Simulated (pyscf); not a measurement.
## Four-centre exchange: `[CH3][Si][Cl]` [singlet] + `[ClH]` → `[CH4]` + `[Cl][Si][Cl]` [singlet]

Gas phase, singlet surface, charge 0. Bonds broken: C1–Si2, Cl7–H8. Bonds formed: C1–H8, Si2–Cl7. Optimised with ωB97X-D3(BJ)/def2-SVP in PySCF. MP2 and CC: frozen core, UHF for open shells. ΔMP2 is the change of the MP2 total energy from the triple- to the quadruple-zeta basis.

Transition state (Å):

```xyz
8

C     -1.2991     0.6131    -0.5085
Si    -0.0832    -0.3183     0.8680
Cl    -0.9234    -2.2315     0.6026
H     -2.2069     0.3819     0.0748
H     -1.5628     0.2840    -1.5333
H     -1.1363     1.7015    -0.5055
Cl     1.3822    -0.4470    -1.0977
H     -0.0263     0.0462    -1.0068
```

One imaginary mode, 1045i cm⁻¹; descent along it reached the two sides named, in the forms told below.

```tsv
bond	change	reactant side (Å)	saddle	product side
C1–Si2	breaks	1.898	2.059	3.3
Cl7–H8	breaks	1.291	1.495	3.1
C1–H8	forms	3.5	1.480	1.100
Si2–Cl7	forms	2.9	2.455	2.086
```

Electronic energies relative to the separated reactants (kcal/mol):

```
level                             barrier  reaction energy  reverse barrier
--------------------------------  -------  ---------------  ---------------
ωB97X-D3(BJ)/def2-TZVP                8.3            -35.2             43.5
PBE/def2-TZVP                         2.7            -35.8             38.5
r²SCAN/def2-TZVP                      3.9            -36.0             40.0
B3LYP-D3(BJ)/def2-TZVP                8.4            -35.8             44.1
PBE0-D3(BJ)/def2-TZVP                 4.3            -34.7             39.0
M06-2X/def2-TZVP                      8.3            -35.4             43.7
ωB97M-D3(BJ)/def2-TZVP                9.7            -34.7             44.4
HF/def2-TZVP                         30.4            -34.8             65.2
MP2/def2-QZVPP                        8.1            -34.8             42.8
CCSD/def2-TZVPP                      16.9            -32.5             49.5
CCSD(T)/def2-TZVPP                   13.4            -32.9             46.3
CCSD(T)/def2-TZVPP + ΔMP2(QZVPP)     12.5            -33.3             45.8
```

With CCSD(T)/def2-TZVPP + ΔMP2(QZVPP) energies and thermal terms (ideal gas, 1 atm, RRHO with modes under 100 cm⁻¹ raised to 100, one conformer, R ln 2 for chiral ones without a mode under 150 cm⁻¹), in kcal/mol:

| T (K) | ΔH‡ | ΔG‡ | ΔH | ΔG |
|---|---|---|---|---|
| 298 | 11.9 | 22.8 | -31.3 | -30.2 |
| 600 | 11.8 | 33.9 | -32.1 | -28.8 |
| 900 | 12.1 | 44.9 | -32.8 | -27.0 |
| 1200 | 12.5 | 55.8 | -33.3 | -25.0 |

On the reactant side the descent ends in a complex, 5.8 kcal/mol under the separated species and 14.1 kcal/mol under the saddle at ωB97X-D3(BJ)/def2-TZVP. This is the saddle that the search found; another between the same sides may lie lower. The CCSD(T) − MP2 part came from Ansatz, without density fitting, on the same reference.
